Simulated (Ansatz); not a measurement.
Li₃H₄, relaxed as a doublet with UKS r2SCAN-D4/def2-TZVP in Ansatz, starting from the GFN2-xTB geometry. Force threshold 0.02 eV/Å.

In the doublet, H4 and H6 lie 0.75 Å apart (atoms count from 1), so H2 has formed as a molecule. The structure comes from a short search, and lower isomers may exist.

Start:

```xyz
7

Li   -1.244   -0.657   -0.720
Li    0.246   -1.152    1.351
Li    0.655    1.113   -0.278
H    -1.023    0.982   -0.659
H     1.262   -1.335    0.246
H     1.510    2.231   -0.730
H    -1.406   -1.183    0.790
```

(1) Estimate the energy that the relaxation releases and the steps that it takes.

(2) Does the start keep its bonding?

(3) Predict the relaxed structure.

## Answers

(1) 254.2 kJ/mol, in 33 steps; 32 s on 4 threads of Arm Neoverse V2 on a shared host. The force fell under the threshold at step 30, but the optimiser went on. No frequencies were taken in this run, so the end may be a saddle point.

(2) Bonds lost: Li1–H4, Li3–H4, Li3–H6 (atoms count from 1). Bonds formed: Li3–H5 (atoms count from 1).

(3) 
```xyz
7

Li   -2.1839   -1.4059   -0.2544
Li    0.1312   -1.4340    1.3301
Li    0.0016    0.6801   -0.5795
H     1.0173    2.3514   -1.3508
H     0.9127   -0.0589    0.6655
H     1.4747    2.0940   -0.8126
H    -1.3536   -2.2268    1.0016
```
Bond lengths (bridged metal pairs left out): 1 × Li–Li 3.04 Å; 4 × H–Li 1.71 to 1.72 Å.
